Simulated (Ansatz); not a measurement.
# TA phonon frequency at L of zinc-blende GaN (metastable phase) at several levels of theory

No measured value is used here.

```json
[
 {"level (code)": "LDA (Ansatz)", "value (cm⁻¹)": "138", "cell (Å³/atom)": "11.05"},
 {"level (code)": "PBE (Ansatz)", "value (cm⁻¹)": "[?]", "cell (Å³/atom)": "11.76"},
 {"level (code)": "r²SCAN (Ansatz)", "value (cm⁻¹)": "140", "cell (Å³/atom)": "11.37"},
 {"level (code)": "HSE06 (Ansatz)", "value (cm⁻¹)": "142", "cell (Å³/atom)": "11.37"},
 {"level (code)": "PBE0 (Ansatz)", "value (cm⁻¹)": "142", "cell (Å³/atom)": "11.36"}
]
```

Some entries are withheld; supply them.


- PBE (Ansatz, a program for electronic structure), value (cm⁻¹): 134

Each level is taken at its own relaxed cell. Cutoffs and k meshes differ between the levels. Ansatz's density-functional and Hartree–Fock values are scalar-relativistic unless marked +SOC, with PAW data made under PBE.
